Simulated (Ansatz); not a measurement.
## Ta₄Al₅N₉: short dynamics, then relaxation

A packing of 18 atoms, thrown in at random and pushed apart as soft spheres with like charges further apart (5 Al, 9 N, 4 Ta) went through Langevin stages in a fixed cell of 11.50 Å³/atom, at one k point, without spin and with a Fermi–Dirac width of kT (0.05 eV at least). All numbers below come from DFT PBE, scalar-relativistic, plane waves, PAW (Ansatz).

```json
{"thermostat (K)": "4000", "duration (fs)": "48", "friction (1/fs)": "0.030", "cutoff (eV)": "320", "mean T (K)": "4251", "mean P (GPa)": "28.5", "mean square displacement (Å²)": "0.26"}
{"thermostat (K)": "4000", "duration (fs)": "500", "friction (1/fs)": "0.030", "cutoff (eV)": "420", "mean T (K)": "3987", "mean P (GPa)": "18.2", "mean square displacement (Å²)": "1.86"}
{"thermostat (K)": "2880", "duration (fs)": "500", "friction (1/fs)": "0.030", "cutoff (eV)": "420", "mean T (K)": "2876", "mean P (GPa)": "13.5", "mean square displacement (Å²)": "1.68"}
{"thermostat (K)": "1600", "duration (fs)": "500", "friction (1/fs)": "0.030", "cutoff (eV)": "420", "mean T (K)": "1816", "mean P (GPa)": "9.6", "mean square displacement (Å²)": "0.19"}
{"thermostat (K)": "300", "duration (fs)": "500", "friction (1/fs)": "0.030", "cutoff (eV)": "420", "mean T (K)": "299", "mean P (GPa)": "1.0", "mean square displacement (Å²)": "0.02"}
```

Means run over the second half of a stage; pressure includes the kinetic part; displacements count from the stage's start, the atoms' common shift taken off. In so short a run the atoms moved about a bond length or less in the hot stages, so this is an annealed packing, not a quenched equilibrium liquid.

Cell and atoms were then relaxed on coarser meshes and computed once more: Settings: cutoff 420 eV, Γ-centred mesh 6×6×6 on the computed 18-atom cell, Gaussian smearing of 0.02 eV; no spin polarisation.

What structure is left?

One draw of many: 11.85 Å³/atom with a gap on the mesh of 0.09 eV, 0.75 eV/atom below the elements' standard states (static lattices, no corrections for gases) (a random packing after short dynamics, relaxed).

Counting as bonded all pairs within 1.2 times the summed covalent radii, but none from a metal cation to another cation:

```csv
atom → neighbour,mean count,mean length (Å),spread (Å)
Al → N,3.80,1.94,0.07
N → Al,2.11,1.94,0.07
N → Ta,2.11,2.21,0.25
Ta → N,4.75,2.21,0.25
```

Angles between all pairs of such bonds at an atom (mean ± spread): 109 ± 20° at Al, 108 ± 20° at N, 103 ± 28° at Ta.

```
Al N Ta
1.0
     5.87771   -0.31308   -0.24382
    -0.34771    6.22265    0.19101
    -0.25241    0.18175    5.86379
Al N Ta
5 9 4
Direct
  0.22057 0.64551 0.70713
  0.33004 0.04332 0.45729
  0.66568 0.35747 0.74210
  0.03227 0.78050 0.16766
  0.55980 0.94268 0.00842
  0.58661 0.26252 0.44449
  0.77891 0.19296 0.01152
  0.38518 0.41368 0.83936
  0.67344 0.71074 0.20104
  0.01397 0.83712 0.83988
  0.95677 0.45445 0.64661
  0.48254 0.85712 0.68206
  0.15676 0.51090 0.23662
  0.29566 0.03388 0.13161
  0.45363 0.44328 0.18078
  0.92065 0.25283 0.37378
  0.80489 0.83923 0.55966
  0.08440 0.17582 0.85088
```

The final mesh leaves forces up to 0.23 eV/Å and stresses up to 0.2 GPa: the relaxation ran on a coarser mesh, so the cell's shape, its bonds and its energy belong partly to that mesh.

Spin-orbit coupling is left out, which matters for the bands of heavy elements.

Cost: 6 runs of about 31 core-minutes in all (earlier runs that led there not counted), on Intel Xeon Platinum 8375C (Ice Lake) (shared hosts).